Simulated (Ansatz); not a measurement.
A made-up structure of LiSiH$_{2}$O, doublet:

```
atom    x (Å)    y (Å)    z (Å)
 Li1  -1.7479  -0.6450   1.6960
  O2  -0.5731  -0.3057   0.6264
 Si3   0.6615  -0.1158  -0.3722
  H4   0.2441  -0.0993  -1.8194
  H5  -0.3275   0.5975   0.8810
```

It is relaxed with PBE-D4/def2-SVP and then PBE0-D4/def2-TZVP (Ansatz 0.2.0). Atoms count as bonded within 1.22 times the sum of their covalent radii (H–H: 0.88 Å). The end point is not checked to be a true minimum.

(1) Does its bonding change? (A judgement: the text doesn't fix the answer.)

Answers

(1) The calculation gives: Yes. Formed: Li1–Si3, Li1–H4; broken: none.

Where it ends: The first stage lowers the energy by 2.29 eV in 17 steps. It ends as LiSiH₂O ([H]1[Li]2[OH][Si]12):
```xyz
5
angstrom
Li -1.4918 -0.8815 0.2744
O -0.4375 0.3801 0.8488
Si 0.6949 -0.0040 -0.5376
H -0.5165 -0.8475 -1.1646
H 0.0080 0.7846 1.5908
```

Labels in which every atom is bracketed show which atoms are joined, not bond orders.

For scale, one of the runs: PBE0-D4/def2-TZVP relaxation, 94 basis functions, launched by `ansatz run in.yaml --threads 2 --pin off --events-out ev --progress --plain --max-ram 4352MiB`. Hardware: 2 CPU threads of an Arm Neoverse V2, shared host. Wall time about 20 s.
